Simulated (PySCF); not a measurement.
tetrafluoroethylene anion (C₂F₄), SMILES FC(F)=C(F)F (connectivity only; charge and spin as stated), charge -1, multiplicity 2. Atoms are numbered in the order given.

```xyz
6

F     -1.4069    -0.0516     1.1073
C     -0.6579     0.3309     0.0000
F     -1.4069    -0.0516    -1.1073
C      0.6579    -0.3309     0.0000
F      1.4069     0.0516    -1.1073
F      1.4069     0.0516     1.1073
```
Charge -1, spin multiplicity 2.

Geometry: ωB97X-D3(BJ)/def2-SVPD. The spin state was assumed, not searched.

Method: B3LYP/def2-SVPD in PySCF.

Mulliken values depend strongly on the basis, most of all with diffuse functions as here. ESP charges are fitted to the potential on shells at 1.4 to 2.0 van der Waals radii. Atomic charges (e):

| atom | Mulliken | ESP fit | meta-Löwdin | Mulliken spin |
|---|---|---|---|---|
| F1 | -0.43 | -0.17 | -0.34 | -0.06 |
| C2 | 0.35 | -0.17 | 0.18 | 0.62 |
| F3 | -0.43 | -0.17 | -0.34 | -0.06 |
| C4 | 0.35 | -0.17 | 0.18 | 0.62 |
| F5 | -0.43 | -0.17 | -0.34 | -0.06 |
| F6 | -0.43 | -0.17 | -0.34 | -0.06 |
